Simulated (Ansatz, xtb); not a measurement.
## Ligand exchange: BH(CH3)2 + SiN2H6 → BH(CH3)(SiH3) + CH6N2

Species: BH(CH3)2, singlet; SiN2H6 `NN[SiH3]`, singlet; BH(CH3)(SiH3), singlet; CH6N2 (methylhydrazine) `CNN`, singlet. The partners trade CH3 for SiH3: B–CH3 and N–SiH3 bonds give way to B–SiH3 and N–CH3.

Shapes, held fixed at every level: PBE0-D4/def2-TZVP. Flexible molecules stand in one conformer, not always the lowest. Programs: Ansatz 0.2.0, xtb 6.7.1, xtb 6.7.1 later snapshot. The zero-point and thermal change to 298 K, harmonic and unscaled (PBE0-D4/def2-TZVP), is +2.8 kJ/mol.

| level | kind | ΔH(298 K) (kJ/mol) | less CCSD(T)/CBS estimate | CPU time (sum over the molecules) |
| --- | --- | --- | --- | --- |
| GFN0-xTB | semi-empirical | +191.7 | +57.4 | 0.092 s |
| HF/def2-TZVPP | Hartree–Fock | +138.7 | +4.4 | – |
| B3LYP-D4/def2-TZVPP | global hybrid | +134.6 | +0.3 | 27 s |
| BHLYP-D4/def2-TZVPP | global hybrid | +139.5 | +5.2 | 19 s |
| PBE0-D4/def2-TZVPP | global hybrid | +127.2 | -7.1 | 19 s |
| wB97M-V/def2-TZVPP | range-separated hybrid | +139.4 | +5.1 | 70 s |
| MP2/def2-SVP | perturbation theory | +130.1 | -4.2 | – |
| CCSD(T)/def2-SVP | coupled cluster or CI | +117.5 | -16.8 | 14 s |
| CCSD(T)/CBS estimate | coupled cluster or CI | +134.3 | 0.0 | 6.9 min |

The highest level, CCSD(T)/CBS estimate, gives ΔH(298 K) = +134.3 kJ/mol; the levels span +117.5 to +191.7. The column of differences is taken from that level and isn't an error. No measured value is set beside it here. The CBS estimate extrapolates MP2 from def2-TZVPP and def2-QZVPP and adds CCSD(T) − MP2 in the triple-zeta set, cores frozen. Times are processor times on shared x86 and Arm servers, and rough.
